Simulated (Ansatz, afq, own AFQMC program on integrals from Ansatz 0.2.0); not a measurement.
## Where AFQMC and coupled cluster stand for CH₃Al, singlet

```xyz
5

Al   -0.0229    0.0000    0.5849
C     0.0451    0.0000   -1.1957
H     0.1606    0.0000    2.1470
H    -0.0423    0.9125   -1.7784
H    -0.0423   -0.9125   -1.7784
```

Connectivity, by distances: AlH–CH2.

Basis cc-pVDZ. Only valence electrons are correlated. AFQMC by an in-house program on the Cholesky factors that Ansatz 0.2.0 writes for its CCSD(T) run. The CISD trial takes its coefficients from CCSD amplitudes. Released means that phaseless walkers are propagated on without the constraint, phases kept. Error bars are statistical, one sigma.

Determinant: UHF, the one that the program's search chose, which needn't be the lowest solution. The geometry is a point of a scan.

No full CI on the walks' own integrals is used here; CCSDT(Q) serves as the reference and is uncertain by about the last step of the cluster series.

Cautions: higher spins were not checked; an unrestricted solution with more broken spin lies lower (93 meV, ⟨S²⟩ 0.39), while this determinant keeps restricted orbitals.

```
T1 diagnostic                               : 0.0187
weight of the determinant in the CISD state : 0.871
⟨S²⟩ of the determinant                     : 0.000
size of the correlated space                : 10 electrons in 41 orbitals
```

Reference: CCSDT(Q), correlation energy -6.700 eV. The released energy is read at 2.40 1/Eh (meV from the phaseless value at times in 1/Eh: -1 ± 15 at 0.24, -2 ± 14 at 0.51, -4 ± 12 at 0.99, -3 ± 18 at 1.62, 10 ± 19 at 2.40).

| level | E − E(reference) (kJ/mol) | share of correlation (%) |
| --- | --- | --- |
| HF | 646.5 | 0.00 |
| MP2 | 97.0 | 85.00 |
| CCSD | 28.1 | 95.65 |
| CCSD(T) | 4.6 | 99.28 |
| CCSDT | 2.2 | 99.67 |
| ph-AFQMC/HF | -11.4 ± 7.1 | 101.77 |
| ph-AFQMC/CISD | 2.4 ± 2.0 | 99.62 |
| released AFQMC | 3.4 ± 1.9 | 99.48 |

A walk keeps the symmetry of its determinant, which the program's search chose and which needn't be the lowest solution, so a lower state of the same spin and another symmetry isn't excluded. Released energies are given only where the last usable release times agree within the noise; a slower fall can still hide under it.
